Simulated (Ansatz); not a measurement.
Relaxation of AlH7OSi (10 atoms, charge 0, multiplicity 1), to a largest force component of 0.03 eV/Å in at most 50 steps.

Theory: RKS B3LYP-D4/6-31G* in Ansatz.

```xyz
10
Properties=species:S:1:pos:R:3
Al 0.134 -0.239 -0.451
H -0.135 -0.306 2.295
H 1.517 0.520 -0.435
H -1.246 0.431 -0.837
O 0.150 -1.943 -0.051
Si -0.700 -3.350 -0.128
H 0.221 -4.508 0.011
H -1.706 -3.417 0.970
H -1.427 -3.475 -1.427
H -0.080 -0.885 1.886
```

Problem. Where does it end, and by what steps?

Solution. It converged. The force dipped under the threshold on the way, but the program's further checks kept it going. After 29 steps the energy has fallen by 0.123 eV; H10 moved furthest, 0.66 Å.

```
step  energy less start (eV)  largest force component (eV/Å)  accepted
   0                  0.0000                           1.219       yes
   2                 -0.1034                           0.412       yes
   4                 -0.1099                           0.044       yes
   6                 -0.1169                           0.028       yes
   8                 -0.1187                           0.045       yes
  10                 -0.1194                           0.052       yes
  12                 -0.1200                           0.101       yes
  14                 -0.1211                           0.030       yes
  16                 -0.1174                           0.356        no
  18                 -0.1218                           0.043       yes
  20                 -0.1220                           0.059       yes
  22                 -0.1225                           0.080       yes
  24                 -0.1228                           0.079       yes
  26                 -0.1231                           0.045       yes
  28                 -0.1233                           0.032       yes
  29                 -0.1233                           0.023       yes
```

```xyz
10
Properties=species:S:1:pos:R:3
Al 0.197 -0.283 -0.473
H -0.254 0.175 2.407
H 1.722 0.088 -0.268
H -0.924 0.779 -0.816
O -0.252 -1.922 -0.363
Si -0.713 -3.492 -0.263
H 0.435 -4.402 -0.542
H -1.229 -3.791 1.103
H -1.789 -3.793 -1.249
H -0.464 -0.530 2.296
```

Whether the end is a true minimum wasn't checked by a vibrational analysis.

Time of the run: 75 s on 1 thread of Arm Neoverse V2, on a shared host, peak memory 0.14 GiB.
